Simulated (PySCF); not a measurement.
CCl₄. Atoms are numbered in the order given.

```xyz
5

Cl     1.0311     1.0311    -1.0311
C      0.0000     0.0000     0.0000
Cl    -1.0311     1.0311     1.0311
Cl    -1.0311    -1.0311    -1.0311
Cl     1.0311    -1.0311     1.0311
```
Charge 0, spin multiplicity 1.

The structure is a stationary point at B3LYP-D3(BJ)/def2-SVP.

Calculation: PySCF with TDDFT-PBE0/def2-SVPD.

Vertical excitations; the highest root listed may be one member of a degenerate set. Isolated molecule, no solvent. State labels are in the subgroup D2.

```tsv
state	symmetry	energy (eV)	λ (nm)	f	main pairs
S1	B2	5.87	211	0.000	HOMO−1→LUMO (degenerate set)
S2	B1	5.87	211	0.000	HOMO−2→LUMO (degenerate set)
S3	B3	5.87	211	0.000	HOMO→LUMO (degenerate set)
S4	B3	6.86	181	0.021	HOMO−3→LUMO (degenerate set)
S5	B1	6.86	181	0.021	HOMO−5→LUMO (degenerate set)
S6	B2	6.86	181	0.021	HOMO−4→LUMO (degenerate set)
S7	A	6.98	178	0.000	HOMO→LUMO+3, HOMO−1→LUMO+2, HOMO−7→LUMO (degenerate set)
S8	A	6.98	178	0.000	HOMO−2→LUMO+1, HOMO−1→LUMO+2, HOMO→LUMO+3, HOMO−6→LUMO (degenerate set)
S9	A	7.21	172	0.000	HOMO−2→LUMO+1 33 %, HOMO→LUMO+3 33 %, HOMO−1→LUMO+2 33 %
S10	B2	7.22	172	0.000	HOMO−2→LUMO+3 49 %, HOMO→LUMO+1 49 %
T1	B3	5.33	233	0	HOMO→LUMO (degenerate set)
T2	B1	5.33	233	0	HOMO−2→LUMO (degenerate set)
T3	B2	5.33	233	0	HOMO−1→LUMO (degenerate set)
T4	B1	5.97	208	0	HOMO−5→LUMO 62 %, HOMO→LUMO+2 16 %, HOMO−1→LUMO+3 16 %
```
Triplets are in the Tamm–Dancoff approximation, which puts them higher than full response would, so one can lie above its singlet here.
